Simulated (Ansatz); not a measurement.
**CH₂OS (built from SMILES OC=S): one structure at several levels**

An exercise on one series of results from a longer session: the logs are not shown, and one member is left open.

Program: Ansatz 0.2.0, Gaussian basis. Level of theory: single points in def2-TZVPP. These are calculated values, not measurements.

Cores are frozen in the correlated methods.

## Where the work starts

5 atoms, charge 0, spin multiplicity 1.

Atoms are counted from 1 here; the program's logs count them from 0.

Bond lengths: H1–O2 1.259 Å, O2–C3 1.296 Å, C3–H4 0.928 Å, C3–S5 1.757 Å. Angles: H1–O2–C3 94.5°, O2–C3–H4 124.0°, O2–C3–S5 105.0°, H4–C3–S5 129.4°.

As a file:

```xyz
5
CH2OS
H     0.6437   -0.9909    0.6559
O     0.1712   -0.8830   -0.5059
C    -0.2199    0.3416   -0.3437
H    -0.7051    0.8199   -0.9744
S     0.0218    0.6740    1.3645
```

The first run:

run/in.yaml reads:

```yaml
crystal:
  periodic: [false, false, false]
  atoms:
    - {symbol: H, position_ang: [0.643700, -0.990900, 0.655900]}
    - {symbol: O, position_ang: [0.171200, -0.883000, -0.505900]}
    - {symbol: C, position_ang: [-0.219900, 0.341600, -0.343700]}
    - {symbol: H, position_ang: [-0.705100, 0.819900, -0.974400]}
    - {symbol: S, position_ang: [0.021800, 0.674000, 1.364500]}
basis:
  gaussian: {orbitals: def2-TZVPP}
correlation: {method: ccsd_t}
output: {forces: true}
```

No record of the launch command was kept for these runs.

Among the steps run: CCSD(T)/def2-TZVPP; PBE0-D4/def2-TZVPP; wB97M-V/def2-TZVPP; r2SCAN-D4/def2-TZVPP; PBE-D4/def2-TZVPP; r2SCANh-D4/def2-TZVPP; HSE06-D4/def2-TZVPP.

One of the session's tables, all rows but one given; the rest of the session is left out.

```
    method  RMS force component (eV/Å)  angle to CCSD(T) forces (°)  dipole (D)
   CCSD(T)                       4.172                    reference        1.26
   PBE0-D4                       4.305                          4.1        1.32
   wB97M-V                       4.239                          3.7        1.36
 r2SCAN-D4                       4.190                          2.7        1.32
    PBE-D4                           ?                            ?           ?
r2SCANh-D4                       4.245                          3.5        1.35
  HSE06-D4                       4.301                          4.0        1.32
```

**Question.** Estimate the row for PBE-D4.

The run gave: RMS force component (eV/Å): 4.141; angle to CCSD(T) forces (°): 3.3; dipole (D): 1.21. In the column «RMS force component (eV/Å)» it is the lowest.
